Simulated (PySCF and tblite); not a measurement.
cyclohexene, C₆H₁₀, numbered as in [CH:1]1=[CH:2][CH2:3][CH2:4][CH2:5][CH2:6]1.

Level: B3LYP-D3(BJ)/def2-TZVP (IEF-PCM, chloroform)//PBE0-D3(BJ)/def2-SVP, thermal terms from GFN2-xTB, symmetry numbers and mirror pairs counted. Conformers within 3 kcal/mol (GFN2-xTB free energy) were kept, 8 at most. GIAO shieldings: PBE0/pcSseg-1 (IEF-PCM, chloroform). Shifts are against TMS (¹H), TMS (¹³C) at the same level. Programs: PySCF with density fitting and tblite.

The 6-ring runs over atoms 1–2–3–4–5–6. Of a mirror pair one member is shown.

```csv
conformer,shape,weight %,dipole D
1,"6-ring half-chair (ring torsions 14, -44, 61, -44, 14, 2°)",100.0,0.44
```

**Question.** How do the computed shifts compare with measured ones?

**Answer.** 
| nucleus | signal | leading conformer | average | measured | medium |
| --- | --- | --- | --- | --- | --- |
| ¹H | H1/H2 | 5.96 | 5.96 | 5.68 | not stated in the table (CDCl3 in this author's series) |
| ¹H | H3/H6 | 2.03 | 2.03 | 1.99 | not stated in the table (CDCl3 in this author's series) |
| ¹H | H4/H5 | 1.49 | 1.49 | 1.61 | not stated in the table (CDCl3 in this author's series) |

Measured values: The use of chemical shift calculations in the conformational analysis of substituted benzenes, New J. Chem. 2019 (ESI). Mean difference for ¹H: 0.07 ppm, scatter 0.16 ppm. The computed shifts are unscaled and lack vibrational corrections.
